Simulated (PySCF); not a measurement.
# C3: the cost of one run

Programs: PySCF 2.14.0, with density-fitted response routines of our own. Each step states its level of theory. These are calculated values for one molecule in the gas phase, unless marked as measured. Atoms count from 0, in the outputs and in this text.

### Step 1. Starting geometry

3 atoms, charge 0, multiplicity 1; geometry from: GFN2-xTB.

Bonds of the start (Å): C0–C1 1.29, C1–C2 1.29.

### Step 2. Geometry optimisation at PBE0-D3(BJ)/def2-TZVP

What the job is given:

```
{"job": {"xc": "PBE0", "basis": "def2-TZVP", "d3": "d3bj", "grid": 2, "kind": "geom"}, "charge": 0, "multiplicity": 1}
C      0.000000     0.000000    -1.287920
C      0.000000     0.000000     0.000010
C      0.000000     0.000000     1.287910
```

Q: Estimate the wall time of this first job on 4 threads of Intel Xeon at 2.70GHz, shared host.

About 5.3 s.
